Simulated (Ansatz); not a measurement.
```xyz
12

C     1.170   -0.423    0.646
C    -0.065   -0.105   -0.130
C    -0.789    1.157    0.206
C    -0.529   -0.891   -1.088
F     0.074   -2.039   -1.439
H     1.622   -1.361    0.326
H     0.943   -0.494    1.715
H     1.911    0.375    0.532
H    -1.105    1.157    1.254
H    -1.675    1.298   -0.416
H    -0.137    2.027    0.072
H    -1.419   -0.700   -1.676
```

The species carries charge 0 and has multiplicity 1.

**Question.** List the ωB97M-V/def2-TZVPP orbital energies in eV (Ansatz). (Best estimate.)

**Answer.** Computed: Occupied: -677.62, -283.23, -281.71, -281.45, -281.33, -36.71, -25.64, -22.34, -21.96, -18.44, -17.00, -16.02, -15.64, -14.62, -13.78, -13.56, -13.40, -12.68, -12.38, -9.12. Lowest empty: 2.70, 2.80, 3.63, 3.95, 4.76, 4.79, 5.10, 5.79.
